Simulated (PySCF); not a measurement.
Species: C4H7F.
Geometry (GFN2-xTB, Å), atoms numbered from 1 in this order:
```
atom  x, y, z in Å
C1     1.3736    0.3873   -0.4349
C2     0.1535   -0.4350   -0.1226
F3     0.3658   -1.7677   -0.3986
C4    -1.2356    0.0604   -0.3597
C5    -0.7336   -0.1512    1.0457
H6     1.6304    0.2888   -1.4882
H7     1.1838    1.4326   -0.2112
H8     2.2184    0.0430    0.1590
H9    -1.9600   -0.6419   -0.7411
H10   -1.3603    1.0679   -0.7240
H11   -1.1256   -0.9943    1.5931
H12   -0.5095    0.7094    1.6565
```

NICS = −σ at a ghost point: NICS(0) at the centroid of the ring atoms, NICS(1) 1 Å to either side along the normal of their mean plane, zz for the tensor component along that normal. Level: GIAO PBE0/pcSseg-1 (PySCF, non-relativistic, gas phase) on the GFN2-xTB geometry, one conformer.

Ring bond lengths (Å), with Mayer bond orders in brackets: C2–C4 1.494 (0.94), C4–C5 1.507 (0.95), C5–C2 1.494 (0.94).

Q: Give the NICS values of each ring in ppm.

A: 
```json
{"ring": "C2–C4–C5", "type": "3-membered carbocycle; formal bonds all single", "NICS(0)": "-39.2", "NICS(1), two faces": "-6.2 / -9.4", "NICS(1)zz, two faces": "-15.6 / -22.4", "rms pucker (Å)": "0.00", "centre to ring atoms, mean (Å)": "0.87"}
```

Q: What do they say, and how far can they be read as aromaticity?

A: 
- C2–C4–C5: mean NICS(1)zz -19.0 ppm, shielded. C2, C4, C5 have four or more neighbours, so the value isn't read as a sign of a π ring current. The two faces differ by 6.8 ppm, so no symmetry operation interchanges them. NICS(0) lies 31 ppm below the mean NICS(1).

Q: What field does 14.1 T along the ring normal induce along that normal at the first NICS(1) probe listed for ring C2–C4–C5, 1 Å off the ring?

A: NICSzz × B0 = -15.6 ppm × 14.1 T = -220 μT, against the applied field.

Q: How shielded are the nuclei of the rings and their hydrogens (means over atoms taken as equivalent)?

A: 
```csv
atoms,environment,σ isotropic (ppm),"principal values of the symmetric part, first atom (ppm)"
C2,sp3 C–F carbon,109.7,"62.4, 72.0, 194.6"
C4 (×2),three-membered-ring carbon,173.3,"142.7, 173.3, 203.8"
H9 (×2),methylene hydrogen,30.65,"25.7, 27.5, 38.8"
H10 (×2),methylene hydrogen,31.38,"26.0, 28.3, 39.9"
```
